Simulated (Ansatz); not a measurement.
NaLi2. Total charge 0; doublet. Geometry PBE/def2-TZVP; atoms count from 1.

```csv
atom,x (Å),y (Å),z (Å)
Li1,-0.085,-1.357,-0.699
Li2,1.764,0.646,-0.219
Na3,-1.679,0.712,0.917
```

The structure comes from a short search, and lower isomers may exist.

Estimate the Mulliken populations from the PBE0/def2-TZVP orbitals of Ansatz.


```tsv
atom	charge (e)	spin (α − β)
Li1	0.05	0.22
Li2	-0.03	0.34
Na3	-0.02	0.44
```
Mulliken values and Mayer orders depend strongly on the basis.

Where does the spin sit?

Summed by element: Li 0.56, Na 0.44, of 1 unpaired in all. Largest on single atoms: Na3 0.44, Li2 0.34, Li1 0.22.

And the Mayer bond orders between bonded heavy atoms (over 0.3)?

Li1–Li2 0.72 (2.77 Å); Li1–Na3 0.54 (3.07 Å).
